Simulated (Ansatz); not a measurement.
```yaml
crystal:
  periodic: [false, false, false]
  atoms:
    - {symbol: Zr, position_ang: [-0.640645, 0.000254, -0.000713]}
    - {symbol: Si, position_ang: [1.879872, -0.000746, 0.002093]}
    - {symbol: H, position_ang: [2.800757, 1.195665, 0.000501]}
    - {symbol: H, position_ang: [2.799802, -1.197887, 0.005736]}
basis:
  gaussian: {orbitals: def2-TZVP}
magnetization: {spin_polarized: true, initial_magnetization: 2}
hamiltonian: {xc: pbe0}
relax: {f_tol: 0.004, max_steps: 80}
```

```sh
$ ansatz run in.yaml --threads 1 --pin off --events-out ev --progress --plain --max-ram 2176MiB
```

Steps of the relaxation (energy above the last step; positions in Å, forces in eV/Å):

```
4
step 1, 11.9 meV
Zr   -0.641    0.000   -0.001   -0.066    0.000    0.037
Si    1.880   -0.001    0.002    0.307    0.000   -0.139
H     2.801    1.196    0.001   -0.121   -0.111    0.051
H     2.800   -1.198    0.006   -0.121    0.112    0.051
```

```
4
step 2, 4.3 meV
Zr   -0.640    0.000    0.009    0.018    0.000    0.023
Si    1.890   -0.001   -0.034    0.062    0.000   -0.085
H     2.796    1.198    0.013   -0.040   -0.053    0.031
H     2.795   -1.200    0.019   -0.040    0.053    0.031
```

```
4
step 3, 0.4 meV
Zr   -0.637    0.000    0.024    0.018    0.000    0.003
Si    1.890   -0.001   -0.091    0.030    0.000   -0.007
H     2.794    1.190    0.034   -0.024    0.012    0.002
H     2.793   -1.192    0.040   -0.024   -0.012    0.002
```

```
4
step 5, 0.0 meV
Zr   -0.630    0.000    0.027    0.000    0.000    0.000
Si    1.895   -0.001   -0.101    0.001    0.000    0.000
H     2.788    1.196    0.038    0.000   -0.001    0.000
H     2.787   -1.198    0.043    0.000    0.001    0.000
```

Close pairs at the end: Si2–H3 1.500 Å, Si2–H4 1.500 Å, Zr1–Si2 2.528 Å.

A stationary point of unrestricted PBE0 after 5 steps, with ⟨S²⟩ = 2.436 against 2.00 for a pure state; no frequencies were run, so it isn't proven a minimum. 4.4 min on 1 thread of AMD EPYC 7R43, shared host.
